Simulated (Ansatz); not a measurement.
# Sr2Mg (Immm)

The calculation used DFT r2SCAN, scalar-relativistic, plane waves, PAW (Ansatz 0.2.0).

Cutoff 500 eV; k points 10×10×6 on the computed 6-atom cell (Γ-centred); Gaussian smearing, width 0.10 eV; no spin polarisation.

The structure is relaxed at this level of theory with its symmetry kept. Whether it is the stable form of this composition wasn't checked.

Symmetry: Immm, No. 71, orthorhombic system. Conventional cell: a = 4.203 Å, b = 4.226 Å, c = 14.696 Å, α = 90.00°, β = 90.00°, γ = 90.00°. Sr (site symmetry mm2) has 4 Mg at 3.63 Å and 1 Sr at 4.15 Å as nearest neighbours. Around Mg (site symmetry mmm) lie 8 Sr at 3.63 Å.

| Property | Result |
| --- | --- |
| Volume per atom | 43.51 Å³ |
| Formation energy from the elements' standard states (uncorrected) | -0.031 eV/atom |
| Generalised Kohn–Sham band gap | none (metal) |
| Density of states at the Fermi level | 7.15 states/eV per cell |
| Bader charges (e) | Sr (4 in the cell) 0.89, Mg (2 in the cell) -1.79 |